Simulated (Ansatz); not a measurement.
## [OH···H···NH], triplet: reading a ladder of total energies

Geometry: a point of a hydrogen-transfer path between rigid fragments, not a stationary point.

```json
{"atom": "O", "x (Å)": "-1.0570", "y (Å)": "0.0024", "z (Å)": "0.0000"}
{"atom": "H", "x (Å)": "-1.3063", "y (Å)": "0.9289", "z (Å)": "0.0000"}
{"atom": "H", "x (Å)": "-0.1650", "y (Å)": "0.0024", "z (Å)": "0.0000"}
{"atom": "N", "x (Å)": "1.2070", "y (Å)": "0.0024", "z (Å)": "0.0000"}
{"atom": "H", "x (Å)": "1.4761", "y (Å)": "-1.0019", "z (Å)": "0.0000"}
```

Basis cc-pVDZ; Ansatz 0.2.0. Correlated methods freeze the noble-gas cores, which leaves 14 electrons in 41 orbitals. Prefix R: restricted or restricted open-shell reference; prefix U: unrestricted.

Full CI isn't at hand for all of this; UCCSDT(Q) serves as the reference, and is uncertain by about the last step of the cluster series.

Runs differ by some tens of microhartree through their thresholds and, for an open shell, their frozen cores, so steps under 0.03 kcal/mol mean nothing.

| level | total energy (hartree) |
| --- | --- |
| UHF | -130.952913 |
| UMP2 | -131.265776 |
| UCCSD | -131.294056 |
| UCCSD(T) | -131.299692 |
| UCCSDT | -131.300235 |
| UCCSDT(Q) | -131.300840 |

Problem. What is the correlation energy at UCCSDT(Q), and what share of it do UMP2 and UCCSD(T) recover?

Solution. E(corr) = -131.300840 − (-130.952913) = -0.347927 hartree = -9.468 eV. UMP2: -0.312863 / -0.347927 = 89.92 %. UCCSD(T): -0.346779 / -0.347927 = 99.67 %.

Problem. By how many kcal/mol does UCCSD(T) miss UCCSDT(Q) (1 hartree = 627.509 kcal/mol), and which steps make up the rest?

Solution. -131.299692 − (-131.300840) = 0.001148 hartree = 0.72 kcal/mol. Steps: UCCSDT − UCCSD(T) = -0.34, UCCSDT(Q) − UCCSDT = -0.38 kcal/mol. That is within 1 kcal/mol of the reference in this basis, which itself misses far more of the correlation at the basis-set limit.
